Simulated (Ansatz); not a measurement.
# C2H5NS: the cost of one run

Computed with Ansatz 0.2.0, Gaussian basis. Level: the settings change from run to run.

## Step 1: The relaxed structure

An earlier PBE0-D4 in a triple-zeta def2 set relaxation fixed the geometry.

SMILES `N/C=C\S`, 9 atoms, charge 0, spin multiplicity 1.

Atoms are counted from 1 here; the program's logs count them from 0.

Bond lengths: N1–C2 1.363 Å, N1–H5 1.004 Å, N1–H6 1.010 Å, C2–C3 1.341 Å, C2–H7 1.086 Å, C3–S4 1.758 Å, C3–H8 1.081 Å, S4–H9 1.348 Å. Angles: C2–N1–H5 117.6°, C2–N1–H6 115.4°, H5–N1–H6 115.7°, N1–C2–C3 126.2°, N1–C2–H7 114.9°, C3–C2–H7 118.9°, C2–C3–S4 121.6°, C2–C3–H8 120.1°, S4–C3–H8 118.2°, C3–S4–H9 99.3°.

## Step 2: PBE0-DH/aug-pcseg-2

Set apart from the defaults: coordinates scaled by 1.05, high accuracy.

Contents of in.yaml:

```yaml
crystal:
  periodic: [false, false, false]
  atoms:
    - {symbol: N, position_ang: [-0.533262, 0.908847, -0.995161]}
    - {symbol: C, position_ang: [0.412521, -0.127108, -0.713709]}
    - {symbol: C, position_ang: [0.538242, -0.830284, 0.500127]}
    - {symbol: S, position_ang: [-0.673480, -0.611889, 1.875557]}
    - {symbol: H, position_ang: [-0.775926, 1.088444, -2.005414]}
    - {symbol: H, position_ang: [-1.337077, 0.990054, -0.308197]}
    - {symbol: H, position_ang: [1.151971, -0.344021, -1.554885]}
    - {symbol: H, position_ang: [1.369050, -1.592138, 0.632381]}
    - {symbol: H, position_ang: [-0.059112, 0.469481, 2.551452]}
basis:
  gaussian: {orbitals: aug-pcseg-2}
hamiltonian: {xc: {name: PBE0-DH}}
accuracy: high
output: {forces: true}
```

On the command line:

```bash
ansatz run in.yaml --threads 2 --pin off --events-out ev --progress --plain --max-ram 4352MiB
```

What time and memory should one allow on 2 threads of Arm Neoverse V1, shared host?

About 2.5 min, with a peak of 2.8 GiB.
